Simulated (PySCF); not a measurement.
Gas-phase reaction: Si + H₂O = H₂SiO

Computed with PySCF and rigid-rotor harmonic-oscillator thermochemistry at 1 bar. † marks an energy on the PBE0/def2-TZVP geometry and frequencies; other levels use their own. MP2 and CCSD(T) freeze the core. Open shells (unrestricted): Si (multiplicity 3, electronic degeneracy 9); the rest are closed-shell singlets. Spin-orbit splitting is ignored; it lowers the true energy and changes the entropy of Si. B3LYP is the form with VWN-RPA correlation. H₂SiO: computed as isolated molecules; such fragments, hydroxides, amides, oligomers or adducts are transient or little studied in the gas. MP2 isn't extrapolated to the basis-set limit; its ΔH°(298 K) is -289.8 kJ in def2-SVP and -318.4 kJ in def2-TZVPP. CCSD(T) isn't extrapolated to the basis-set limit; its ΔH°(298 K) is -269.0 kJ in def2-SVP and -297.1 kJ in def2-TZVPP. The harmonic model lacks anharmonicity and excited electronic states, which grow with temperature; levels with a mode under 35 cm⁻¹ are left out. Warning, large T1 diagnostic: H₂SiO (CCSD(T)/def2-TZVPP†).

```csv
level,"ΔE electronic, kJ","ΔH°(298 K), kJ","ΔS°(298 K), J/K","ΔG°(2000 K), kJ"
B3LYP/def2-TZVP†,-305,-318,-122,-75
CCSD(T)/def2-TZVPP†,-284,-297,-122,-53
M06-2X/def2-TZVP†,-304,-318,-122,-74
MP2/def2-SVP†,-276,-290,-122,-46
MP2/def2-TZVPP†,-305,-318,-122,-75
PBE/def2-TZVP†,-309,-322,-122,-78
PBE0/def2-SVP†,-273,-287,-122,-43
PBE0/def2-TZVP,-291,-304,-122,-61
```
ΔH° is lowest at PBE/def2-TZVP† and highest at PBE0/def2-SVP†. No reference value is set beside these.
